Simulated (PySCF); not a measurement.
Compound: C5H5N.
Numbering: `[N:1]#[C:2][C@H:3]1[C@H:4]2[CH2:5][C@@H:6]12` (hydrogens: H7 on C3; H8 on C4; H9, H10 on C5; H11 on C6)

Method used: PBE0-D3(BJ)/def2-SVP geometry optimisation, gas phase (PySCF 2.14.0).

Some entries are withheld. Bonds in one row agree within 0.01 Å.

```
   coordinate    value
        N1≡C2  1.158 Å
        C2–C3        ?
 C3–C4, C3–C6        ?
 C4–C5, C5–C6        ?
        C4–C6  1.470 Å
        C3–H7  1.097 Å
C4–H8, C6–H11  1.089 Å
        C5–H9  1.099 Å
       C5–H10  1.095 Å
     N1–C2–C3        ?
     C2–C3–C4   121.5°
     C4–C3–C6        ?
     C3–C4–C5    98.6°
     C3–C4–C6        ?
     C5–C4–C6    60.5°
     C4–C5–C6    59.0°
```

Q: Fill in the missing values.

A: 
- C2–C3 = 1.452 Å, drawn single (nitrile carbon to sp3 carbon next to a nitrile); equal to the sum of covalent radii, 1.45 Å.
- C3–C4, C3–C6 = 1.498 Å, drawn single (sp3 carbon next to a nitrile to sp3 carbon at a ring junction); 0.02 Å below the sum of covalent radii, 1.52 Å.
- C4–C5, C5–C6 = 1.493 Å, drawn single (sp3 carbon at a ring junction to three-membered-ring carbon); 0.03 Å below the sum of covalent radii, 1.52 Å.
- N1–C2–C3 = 179.9°, at the nitrile carbon; the outer atoms are 2.610 Å apart.
- C4–C3–C6 = 58.8°, at the sp3 carbon next to a nitrile, inside a 3-membered ring; the outer atoms are 1.470 Å apart.
- C3–C4–C6 = 60.6°, at the sp3 carbon at a ring junction, inside a 3-membered ring; the outer atoms are 1.499 Å apart.

Radii are Cordero's, carbon taken as 0.76, 0.73 or 0.69 Å for four, three, and two or fewer neighbours.

No frequency check.
